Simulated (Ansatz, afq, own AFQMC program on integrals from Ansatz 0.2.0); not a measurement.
Fe, quintet: AFQMC among the cluster methods

A free Fe atom.

Basis def2-SVP. Only valence electrons are correlated. Integrals, coupled cluster, full CI and functionals: Ansatz 0.2.0; the random walks run on the same integrals in our own AFQMC program. ph-AFQMC/CISD is guided by a CISD state made of CCSD amplitudes; releasing the constraint for a short imaginary time cuts its bias at the price of noise, slowly where states lie close. Free AFQMC starts from the CCSD state and is never constrained. Its projection time is finite, and what remains of the start isn't in its error. ± is one standard error of the sampling. The metal's outer-core s and p shells are frozen, which shifts wave-function levels against functionals.

Determinant: UHF, the one that the program's search chose, which needn't be the lowest solution.

Full CI on the same integrals is exact in this basis and with this determinant's frozen core.

Cautions: no relativity below Rb; outer-core shells of the metal frozen.

The T1 diagnostic is 0.0160. The weight of the determinant in the CISD state is 0.923 and the ⟨S²⟩ of the determinant is 6.015. The size of the correlated space is 8 electrons in 22 orbitals.

Reference: full CI, correlation energy -3.357 eV. The released energy is read at 1.50 1/Eh (meV from the phaseless value at times in 1/Eh: -3.0 ± 1.8 at 0.24, -5.9 ± 1.4 at 0.50, -7.2 ± 1.2 at 1.00, -6.8 ± 1.2 at 1.50).

| level | E − E(reference) (mEh) | share of correlation (%) |
| --- | --- | --- |
| HF | 123.37 | 0.00 |
| MP2 | 18.28 | 85.18 |
| CCSD | 3.00 | 97.57 |
| CCSD(T) | 0.26 | 99.79 |
| CCSDT | -0.11 | 100.09 |
| CCSDT(Q) | -0.01 | 100.01 |
| CCSDTQ | -0.02 | 100.01 |
| ph-AFQMC/HF | 3.52 ± 0.49 | 97.15 |
| ph-AFQMC/CISD | 0.39 ± 0.06 | 99.69 |
| released AFQMC | 0.14 ± 0.04 | 99.89 |
| free AFQMC | 0.04 ± 0.04 | 99.97 |

CCSDT and higher add their correlation energy to the determinant of the CCSD(T) run, since their own runs factorise the integrals more tightly (a shift of under 2 meV). Free projections are given only where their last times agree within the noise and don't stop above the reference; a slow remainder of the start can still hide under it. A walk keeps the symmetry of its determinant, which the program's search chose and which needn't be the lowest solution, so a lower state of the same spin and another symmetry isn't excluded. Released energies are given only where the last usable release times agree within the noise; a slower fall can still hide under it.
